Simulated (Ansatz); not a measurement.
## Ansatz (development build ahead of 0.2.0) run

```yaml
crystal:
  periodic: [false, false, false]
  atoms:
    - { symbol: C, position_ang: [0.0, 0.0, 0.0] }
    - { symbol: C, position_ang: [1.16913, 0.675, 0.0] }
    - { symbol: C, position_ang: [2.42487, -0.05, 0.0] }
    - { symbol: C, position_ang: [3.59401, 0.625, 0.0] }
    - { symbol: C, position_ang: [4.22187, 0.9875, -1.25574] }
    - { symbol: C, position_ang: [5.39101, 1.6625, -1.25574] }
    - { symbol: H, position_ang: [0.0, -1.09, 0.0] }
    - { symbol: H, position_ang: [-0.94397, 0.545, 0.0] }
    - { symbol: H, position_ang: [1.16913, 1.765, 0.0] }
    - { symbol: H, position_ang: [2.42487, -1.14, 0.0] }
    - { symbol: H, position_ang: [4.06599, 0.8975, 0.94397] }
    - { symbol: H, position_ang: [3.74989, 0.715, -2.1997] }
    - { symbol: H, position_ang: [5.86299, 1.935, -0.31177] }
    - { symbol: H, position_ang: [5.86299, 1.935, -2.1997] }
basis:
  gaussian: { orbitals: def2-SVP }
hamiltonian:
  xc: pbe0
```

The input is written out in the form of the current development build from the run's settings.

Output:

```
Converged                       : yes
Total energy                    : -232.80629 hartree
Spin squared of the determinant : 0.000
Stability test                  : minimum among restricted orbitals
```

Caution: an unrestricted determinant lies well below.
